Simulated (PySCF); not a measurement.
Which method gave which barrier?

Saddle point of C2H7Al, singlet (C₂H₇Al ([CH3][AlH][CH3]) → CH₃Al ([CH2][AlH]) + CH₄; bonds formed: C2–H4; bonds broken: Al1–C2, C3–H4), PBE0-D4/def2-TZVP structure:

Al1  (-1.165, 0.186, -0.127)
C2  (0.822, 0.915, 0.397)
C3  (-0.535, -1.524, -0.331)
H4  (0.505, -0.243, -0.243)
H5  (-2.014, 1.358, -0.768)
H6  (1.854, 0.695, 0.110)
H7  (0.607, 1.899, -0.034)
H8  (0.802, 0.970, 1.487)
H9  (0.044, -1.950, 0.492)
H10  (-0.919, -2.306, -0.984)
(Å)

PySCF 2.14 with density fitting (its default auxiliary sets; JK sets also for MP2 and CCSD(T)); basis: def2-TZVPP, with def2-QZVPP for the basis limit; cores frozen in the correlated methods. Extrapolation: Hartree–Fock as exp(−7.88 √X), correlation as X^−2.97. Four methods, as single points on the PBE0-D4 structures, gave these electronic barriers from the start structure: 70.74, 77.14, 79.71, 98.07 kcal/mol.

**Question.** The methods were, in alphabetical order, HF, MP2, PBE-D4, PBE0-D4. Which gave which? (Judge from chemistry; the calculation decides.)

**Answer.** The calculation gives: PBE-D4 70.74; PBE0-D4 77.14; MP2 79.71; HF 98.07 kcal/mol. For comparison, CCSD(T) at an estimated basis limit (MP2 extrapolated from triple and quadruple zeta, plus CCSD(T) − MP2 in triple zeta) gives 79.51 kcal/mol.

No T1 diagnostic of these runs exceeds 0.016. The restricted Hartree–Fock reference is unstable towards an unrestricted one at one or more of these structures.

Labels in which every atom is bracketed show which atoms are joined, not bond orders.

For scale, one of the runs: CCSD(T)/def2-TZVPP, 202 basis functions, launched by `OMP_NUM_THREADS=4 python run.py`. The run took 110 s on 4 CPU threads of an Intel Xeon 6975P-C (shared host), with 2.1 GiB of host memory at its peak.
